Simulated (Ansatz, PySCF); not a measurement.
Molecule: fluoroethene, C2H3F (charge 0, singlet). 
Structure (B3LYP-D3(BJ)/def2-TZVP (Ansatz, an electronic-structure program) minimum search):
```
C
C 1 1.3174
F 1 1.3475 2 122.16
H 2 1.0798 1 119.40 3 180.00
H 2 1.0810 4 119.01 1 180.00
H 1 1.0823 2 126.09 4 0.00
```
Charge 0, spin multiplicity 1.

Total electronic energies in hartree. Correlated levels leave the core frozen unless marked. No spin-orbit coupling. No relativistic terms. CBS marks a two-point X^-3 extrapolation of the correlation energy; Hartree-Fock from the larger set. [CCSD(T)-MP2]/basis is that difference in the basis named.

```csv
level,program,energy (Eh)
HF/cc-pVTZ,Ansatz,-176.95362
SVWN5/def2-TZVPD,Ansatz,-176.53500
r2SCAN/def2-TZVPD,PySCF,-177.80905
r2SCAN-D4/def2-TZVPD,Ansatz + dftd4,-177.80950
r2SCANh-D4/def2-TZVPD,Ansatz + dftd4,-177.79991
LC-wPBE-D3(BJ)/def2-TZVPD,Ansatz + dftd3,[?]
MP2/cc-pVDZ,Ansatz,-177.34759
"RI-MP2/CBS(aug-cc-pVTZ,aug-cc-pVQZ)+[CCSD(T)-MP2]/aug-cc-pVTZ",Ansatz,-177.6630
"RI-MP2/CBS(cc-pVTZ,cc-pVQZ)+[CCSD(T)-MP2]/cc-pVTZ",Ansatz,-177.6607
```

What belongs in the gaps?


- LC-wPBE-D3(BJ)/def2-TZVPD, energy (Eh): -177.79316
